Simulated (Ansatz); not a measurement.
C3H6, SMILES `C[C]C` (near-degenerate triplet) (charge 0, multiplicity 3). This triplet lies within 0.05 eV of the relaxed singlet at the level frozen-core CCSD(T)/cc-pVTZ // B3LYP-D3(BJ)/def2-TZVP (Ansatz, a program for electronic structure).

Cartesian coordinates (Å):
SMILES: C[C]C
```xyz
9

C     -1.3427    -0.0716     0.0165
C     -0.0143    -0.2431    -0.5722
C      1.3407     0.0375    -0.0968
H     -1.5520     0.9818     0.2607
H     -1.4576    -0.6474     0.9484
H     -2.1290    -0.4050    -0.6654
H      2.0913    -0.2358    -0.8427
H      1.4845     1.1056     0.1301
H      1.5790    -0.5220     0.8214
```
Charge 0, spin multiplicity 3.

Frozen-core energies in 6-31g from Ansatz at a geometry from B3LYP-D3(BJ)/def2-TZVP; the HF reference has <S^2> = 2.02 and the T1 diagnostic is 0.009.

| level | energy (Ha) |
|---|---|
| HF | -116.96281 |
| MP2 | -117.19288 |
| CCSD | -117.23352 |
| CCSD(T) | -117.23889 |

Question: Estimate the energies of CCSDT and CCSDT(Q), and give each level's difference from CCSDT(Q).

Answer: 
```tsv
level	energy (Ha)	difference from CCSDT(Q) (mHa)
MP2	-117.19288	46.99
CCSD	-117.23352	6.35
CCSD(T)	-117.23889	0.98
CCSDT	-117.23959	0.28
CCSDT(Q)	-117.23987	0.00
```
